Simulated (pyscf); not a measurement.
Single points on ωB97X-D3(BJ)/def2-SVP structures (PySCF, gas phase).

Task: For H₂ + H₂C=CH–CH=CH₂ → H₃C–CH=CH–CH₃, an addition across a multiple bond or ene-type step (singlet surface; H–H broken, C–H, C–H formed), PBE/def2-TZVP gives ΔE‡ = 45.9 kcal/mol and ΔE = -35.9 kcal/mol (zero: the separated reactants). In which direction and how far do r²SCAN/def2-TZVP, B3LYP-D3(BJ)/def2-TZVP, ωB97M-D3(BJ)/def2-TZVP move these?

Result: r²SCAN: ΔE‡ = 48.7 kcal/mol, ΔE = -36.6 kcal/mol; B3LYP-D3(BJ): ΔE‡ = 53.6 kcal/mol, ΔE = -34.4 kcal/mol; ωB97M-D3(BJ): ΔE‡ = 54.2 kcal/mol, ΔE = -37.6 kcal/mol. PBE's barrier lies under all of them, by 2.8 to 8.2 kcal/mol. Its reaction energy lies among theirs. Low barriers are usual for a GGA, whose delocalisation error favours stretched bonds. This is the saddle that the search found; another between the same sides may lie lower.
